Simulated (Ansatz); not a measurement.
Results of PBEsol (PAW; Ansatz, a program for electronic structure) for fcc Al.

Numerical settings: plane-wave cutoff 520 eV, 24×24×24 k mesh, Fermi–Dirac smearing 0.05 eV, scalar-relativistic PAW data made under PBE.

Pressure at four volumes; x = ln(V/16.166 Å³). One pressure is withheld.

```csv
V (Å³/atom),x,P (GPa)
15.196,-0.0619,5.81
16.166,0.0000,0.00
16.812,0.0392,-2.92
17.136,0.0583,?
```

Task: Pass a parabola P(x) through the three rows shown, estimate the bulk modulus and its pressure derivative near zero pressure, and predict the withheld pressure.

Result: Slopes between the rows: (0.00 − (5.81))/(0.0000 − (-0.0619)) = -93.86 and (-2.92 − (0.00))/(0.0392 − (0.0000)) = -74.49 GPa. Their difference over the span 0.1011 is c = 19.37/0.1011 = 191.6 GPa, so P(x) = 5.81 + (-93.86)(x − (-0.0619)) + 191.6 (x − (-0.0619))(x − (0.0000)). At the middle row B = −dP/dx = −[-93.86 + 191.6 × 0.0619] = 82.0 GPa, and B′ = dB/dP = 2c/B = 4.7. At x = 0.0583 the parabola gives -4.13 GPa; the run gives -4.16 GPa. The Birch–Murnaghan fit to the energies at all volumes has B0 = 81.5 GPa and B′ = 4.6.

Measured, for comparison: bulk modulus 80.8 GPa (corrected for temperature and zero-point phonon effects, our sources range from 77.1 to 82.0; as tabulated in Levämäki et al. (2014), arXiv:1402.3671). Computed (rounded) less measured: bulk modulus +0.9 % (inside the range of the sources held).
